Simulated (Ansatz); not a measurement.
Relaxation of BH7N2 (10 atoms, charge 0, multiplicity 1), to a largest force component of 0.03 eV/Å in at most 50 steps.

All numbers below come from RKS B3LYP-D4/6-31G* (Ansatz).

```xyz
10
Properties=species:S:1:pos:R:3
B 0.077 -0.093 -0.165
H -0.075 -0.529 0.936
N 1.338 -0.168 -0.757
H 2.152 -0.553 -0.298
H 1.523 0.134 -1.708
H -0.849 0.304 -0.811
N -0.014 2.204 1.363
H 0.944 2.204 1.011
H -0.615 2.445 0.574
H -0.229 1.214 1.592
```

Task: Where does it end, and by what steps?

Result: It converged. The force dipped under the threshold on the way, but the program's further checks kept it going. After 11 steps the energy has fallen by 0.123 eV; H10 moved furthest, 0.66 Å.

| step | energy less start (eV) | largest force component (eV/Å) | accepted |
| --- | --- | --- | --- |
| 0 | 0.0000 | 0.986 | yes |
| 1 | -0.0943 | 0.388 | yes |
| 2 | -0.1104 | 0.210 | yes |
| 3 | -0.1198 | 0.121 | yes |
| 4 | -0.1197 | 0.106 | no |
| 5 | -0.1201 | 0.108 | yes |
| 6 | -0.1217 | 0.019 | yes |
| 7 | -0.1173 | 0.347 | no |
| 8 | -0.1224 | 0.077 | yes |
| 9 | -0.1227 | 0.053 | yes |
| 10 | -0.1230 | 0.031 | yes |
| 11 | -0.1231 | 0.018 | yes |

```xyz
10
Properties=species:S:1:pos:R:3
B 0.065 -0.289 -0.289
H -0.127 -0.857 0.746
N 1.369 -0.196 -0.777
H 2.169 -0.593 -0.304
H 1.603 0.241 -1.658
H -0.829 0.177 -0.934
N 0.067 2.430 1.372
H 0.846 2.042 0.841
H -0.704 2.507 0.710
H -0.206 1.701 2.030
```

Time of the run: 22 s on 1 thread of Arm Neoverse V1 (shared host), peak memory 0.11 GiB.
